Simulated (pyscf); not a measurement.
PySCF, gas phase, ωB97X-D3(BJ)/def2-SVP geometries.

Estimate the classical barrier height and the reaction energy of H₃C–CH₂–Zn–F (SMILES C[CH2][Zn][F]) + H₂ (SMILES [H][H]) -> H₃C–CH₂–ZnH (SMILES C[CH2][ZnH]) + HF (SMILES F) at ωB97M-D3(BJ)/def2-TZVP. The step runs on the singlet surface, breaks F–Zn, H–H and forms H–Zn, F–H; take the separated reactants as zero.

ΔE‡ = 1.06 eV, ΔE = +0.75 eV. Zero-point energy shifts the barrier by +0.07 eV. It is a four-centre exchange, with an imaginary mode of 927i cm⁻¹. On the product side the descent ends in a complex, 0.22 eV under the separated species and 0.49 eV under the saddle at ωB97X-D3(BJ)/def2-TZVP. At the saddle there is also a short H–Zn contact that neither side keeps. This is the saddle that the search found; another between the same sides may lie lower. Elements up to Kr have no core potential and no relativistic terms here.
